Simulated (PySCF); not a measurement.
C5H9P.
SMILES: `C=CC1CPC1`

Theory: TDDFT PBE0/def2-SVPD, vertical, gas phase, core orbitals frozen in the response in PySCF 2.14.0, density-fitted response routines. The structure is a single GFN2-xTB conformer in the gas phase; no vibrational or solvent corrections. Torsions of this conformer, `[CH2:1]=[CH:2][CH:3]1[CH2:4][PH:5][CH2:6]1`: C1–C2–C3–C4 125°.

Computed states:

```json
{"state": "S1", "E (eV)": "5.39", "f": "0.021"}
{"state": "S2", "E (eV)": "6.17", "f": "0.029"}
{"state": "S3", "E (eV)": "6.65", "f": "0.027"}
{"state": "S4", "E (eV)": "6.79", "f": "0.347"}
{"state": "S5", "E (eV)": "6.91", "f": "0.0045"}
{"state": "S6", "E (eV)": "6.98", "f": "0.060"}
{"state": "S7", "E (eV)": "7.13", "f": "0.024"}
{"state": "S8", "E (eV)": "7.31", "f": "0.0099"}
```

Broadening: Gaussians 0.3 eV wide at half height, area fixed by f = 4.319×10⁻⁹ ∫ε dν̃. The cross-section is σ = 3.8235×10⁻²¹ ε cm², given in Mb (10⁻¹⁸ cm²). The width is an assumption, not a result. The curve ends short of the highest state used, and states not computed would add to its high-energy end.

Q: What does the envelope look like, and where are its maxima?

A: 
| E (eV) | σ (Mb) |
| --- | --- |
| 4.94 | 0.01 |
| 4.99 | 0.05 |
| 5.04 | 0.16 |
| 5.09 | 0.43 |
| 5.15 | 1.19 |
| 5.20 | 2.34 |
| 5.25 | 3.93 |
| 5.30 | 5.65 |
| 5.35 | 6.97 |
| 5.40 | 7.37 |
| 5.45 | 6.68 |
| 5.50 | 5.20 |
| 5.55 | 3.46 |
| 5.60 | 1.98 |
| 5.65 | 0.97 |
| 5.70 | 0.42 |
| 5.75 | 0.19 |
| 5.80 | 0.20 |
| 5.85 | 0.45 |
| 5.90 | 1.09 |
| 5.95 | 2.30 |
| 6.00 | 4.18 |
| 6.05 | 6.50 |
| 6.10 | 8.67 |
| 6.16 | 9.99 |
| 6.21 | 9.52 |
| 6.26 | 7.83 |
| 6.31 | 5.75 |
| 6.36 | 4.30 |
| 6.41 | 4.57 |
| 6.46 | 7.85 |
| 6.51 | 15.87 |
| 6.56 | 30.57 |
| 6.61 | 52.92 |
| 6.66 | 80.96 |
| 6.71 | 108.78 |

Maxima: 230 nm (5.39 eV), ε about 1900, made up of S1 (100%); 201 nm (6.17 eV), ε about 2600, made up of S2 (100%) (ε in L mol⁻¹ cm⁻¹; maxima over ε = 5, shares over 10%). At its high-energy end, 6.71 eV, the curve is still rising (ε about 28000, from S4).

Q: On this curve, what absorbance would a 10⁻³ mol/L sample give at 248 nm over a 1 cm path?

A: 248 nm is 4.999 eV, where ε is about 16 L mol⁻¹ cm⁻¹, so A = ε c l ≈ 0.016 (Beer–Lambert, with the gas-phase spectrum and the assumed width).

Q: Coming from long wavelengths, where does ε first pass 100 L mol⁻¹ cm⁻¹?

A: At about 244 nm (5.08 eV), 0.31 eV below S1.

Q: What would ε be at 6.17 eV, the highest of these maxima, with half the width (0.15 eV)?

A: About 5230 L mol⁻¹ cm⁻¹ against 2620, a factor of about 2.00; a lone state at its own centre would give exactly 2.
